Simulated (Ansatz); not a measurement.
1T (CdI2-type) PbI₂, treated with PBE-D4 in Ansatz (PAW).

Rigid layers of the crystal as relaxed at this level are moved apart or together:

```csv
run,k mesh,layer repeat (Å),energy against free layers (meV/Å²),gap on the mesh (eV)
1,12×12×6,6.68,-11.73,2.018
2,12×12×6,6.83,-12.56,2.102
3,12×12×6,6.98,-12.74,2.185
4,12×12×6,7.18,-12.31,2.291
5,12×12×6,7.48,-10.91,2.413
6,12×12×4,7.98,-8.10,2.473
7,12×12×4,8.98,-3.97,2.537
8,12×12×4,10.98,-1.08,2.583
```

The lowest energy of these points lies at a layer repeat of 6.98 Å.

Spin–orbit coupling is not included.

Ansatz is a quantum-chemistry and plane-wave program.
